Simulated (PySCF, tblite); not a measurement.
Isomers of C3H6NO (doublet state). Level: GFN2-xTB in tblite, geometry and Hessian alike; calculated harmonic values, unscaled, isolated species. Errors from tens to a few hundred cm⁻¹ against measured bands are possible. One conformer each. Open shells enter through the occupations alone, without spin polarisation, and single modes of such species can be off by tens of per cent.

Electronic energies: B3LYP/pcH-1 single points on the GFN2-xTB geometries (PySCF, gas phase).

```tsv
SMILES	electronic energy, lowest = 0 (kJ/mol)
[CH2]NC(C)=O	24.3
C[CH]C(N)=O	0.0
[H]/N=C\O[CH]C	143.0
[CH2]CNC=O	78.0
[H]/N=C\OC[CH2]	167.1
[H]/N=C(\C)O[CH2]	126.7
[CH2]CC(N)=O	43.6
CC[N]C=O	154.6
```

Problem. How do GFN2-xTB zero-point energies change the relative energies?

Solution. 
| SMILES | ZPE (kJ/mol) | of it from modes above 1550 cm⁻¹ | electronic (kJ/mol) | with ZPE, lowest = 0 (kJ/mol) | lowest mode (cm⁻¹) | rings |
| --- | --- | --- | --- | --- | --- | --- |
| C[CH]C(N)=O | 223.8 | 123.7 | 0.0 | 0.0 | 106 | 0 |
| [CH2]NC(C)=O | 224.5 | 123.2 | 24.3 | 25.0 | 94 | 0 |
| [CH2]CC(N)=O | 222.1 | 125.0 | 43.6 | 41.9 | 61 | 0 |
| [CH2]CNC=O | 221.0 | 119.7 | 78.0 | 75.2 | 67 | 0 |
| [H]/N=C(\C)O[CH2] | 221.9 | 122.9 | 126.7 | 124.8 | 12i | 0 |
| [H]/N=C\O[CH]C | 222.7 | 120.1 | 143.0 | 142.0 | 67 | 0 |
| CC[N]C=O | 223.1 | 113.9 | 154.6 | 153.9 | 30 | 0 |
| [H]/N=C\OC[CH2] | 219.6 | 119.7 | 167.1 | 163.0 | 45 | 0 |

The zero-point energies span 4.9 kJ/mol, from `[H]/N=C\OC[CH2]` to `[CH2]NC(C)=O`. Slightly imaginary modes are left out of the zero-point energy: `[H]/N=C(\C)O[CH2]` 12.2i cm⁻¹. The order is unchanged.

Problem. And how do the electronic energies of GFN2-xTB itself compare?

Solution. `C[CH]C(N)=O` 4.5; `[CH2]NC(C)=O` 0.0; `[CH2]CC(N)=O` 52.6; `[CH2]CNC=O` 73.4; `[H]/N=C(\C)O[CH2]` 78.8; `[H]/N=C\O[CH]C` 78.4; `CC[N]C=O` 35.9; `[H]/N=C\OC[CH2]` 137.7 kJ/mol, lowest = 0. Against the energies above, taken from the same isomer `C[CH]C(N)=O`, the largest difference is 123.2 kJ/mol.

Problem. What do entropy and thermal enthalpy add at 298.15 K and 1 bar (rigid rotor, harmonic oscillator, one conformer each)?

Solution. 
| SMILES | point group | symmetry number | S (J/(mol K)) | H − H(0) (kJ/mol) | ZPE + H − H(0) − TS (kJ/mol) |
| --- | --- | --- | --- | --- | --- |
| [CH2]NC(C)=O | Cs | 1 | 327.1 | 19.16 | 146.1 |
| [CH2]CC(N)=O | Cs | 1 | 328.2 | 19.15 | 143.4 |
| [CH2]CNC=O | C1 | 1 | 332.1 | 19.39 | 141.4 |
| [H]/N=C\O[CH]C | Cs | 1 | 336.9 | 19.72 | 142.0 |
| CC[N]C=O | Cs | 1 | 336.7 | 19.02 | 141.7 |
| [H]/N=C\OC[CH2] | C1 | 1 | 336.7 | 19.62 | 138.8 |

S holds R ln(2S + 1) for the spin.

Not tabulated: `C[CH]C(N)=O` (point group not settled); `[H]/N=C(\C)O[CH2]` (lowest mode only 12i cm⁻¹).
